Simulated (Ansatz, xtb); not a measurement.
**Loss of H2: C2H5Cl → C2H3Cl + H2**

Species: C2H5Cl (chloroethane) `CCCl`, singlet; C2H3Cl `C=CCl`, singlet; H2 (hydrogen), singlet. 

Shapes, held fixed at every level: PBE0-D4/def2-TZVP. Programs: Ansatz 0.2.0, xtb 6.7.1. The zero-point and thermal change to 298 K, harmonic and unscaled (PBE0-D4/def2-TZVP), is -28.9 kJ/mol.

```csv
level,kind,ΔH(298 K) (kJ/mol),less CCSD(T)/CBS estimate
GFN1-xTB,semi-empirical,+188.8,+52.6
HF/def2-TZVPP,Hartree–Fock,+139.9,+3.7
SPW92/def2-TZVPP,LDA,+162.3,+26.1
r2SCAN-D4/def2-TZVPP,meta-GGA,+138.4,+2.2
B3LYP/6-31G* (spherical functions),global hybrid,+143.3,+7.1
r2SCAN0-D4/def2-TZVPP,global hybrid,+150.8,+14.6
wB97X-V/def2-TZVPP,range-separated hybrid,+148.2,+12.0
MP2/def2-SVP,perturbation theory,+146.3,+10.1
CCSD(T)/CBS estimate,coupled cluster or CI,+136.2,0.0
```

The highest level, CCSD(T)/CBS estimate, gives ΔH(298 K) = +136.2 kJ/mol; the levels span +136.2 to +188.8. The column of differences is taken from that level and isn't an error. No measured value is set beside it here. The CBS estimate extrapolates MP2 from def2-TZVPP and def2-QZVPP and adds CCSD(T) − MP2 in the triple-zeta set, cores frozen; for H2 it overshoots the exact energy by about 1 mEh.
